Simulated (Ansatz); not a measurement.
A made-up structure of MgH₃SO (charge +1), singlet:

```xyz
6
angstrom
Mg -1.9413 -0.2592 -0.8475
O -0.0097 -0.0122 -0.0090
S 1.4934 0.1439 0.6289
H -3.6351 -0.4738 -1.5818
H 2.4078 0.6930 -0.0431
H 1.6849 -0.0917 1.8524
```

It is relaxed with PBE-D4/def2-SVP and then PBE0-D4/def2-TZVP (Ansatz 0.2.0). Atoms count as bonded within 1.22 times the sum of their covalent radii (H–H: 0.88 Å). The end point is not checked to be a true minimum.

**Question.** Does its bonding change? (Judge from chemistry; the calculation decides.)

**Answer.** By the calculation: No: no bond forms or breaks.

Where it ends: The first stage lowers the energy by 2.38 eV in 7 steps. It ends as MgH₃SO ([MgH][O][SH2]), total charge +1:
```xyz
6
angstrom
Mg -1.7322 -0.2355 -0.7579
O 0.0140 -0.0954 -0.0342
S 1.4477 -0.2983 0.4284
H -3.2669 -0.3436 -1.3877
H 2.0913 0.8367 0.0296
H 1.4462 0.1362 1.7218
```

Labels in which every atom is bracketed show which atoms are joined, not bond orders.

For scale, one of the runs: PBE0-D4/def2-TZVP relaxation, 118 basis functions, launched by `ansatz run in.yaml --threads 2 --pin off --events-out ev --progress --plain --max-ram 4352MiB`. Hardware: 2 CPU threads of an Arm Neoverse V1, shared host. Wall time about 17 s.
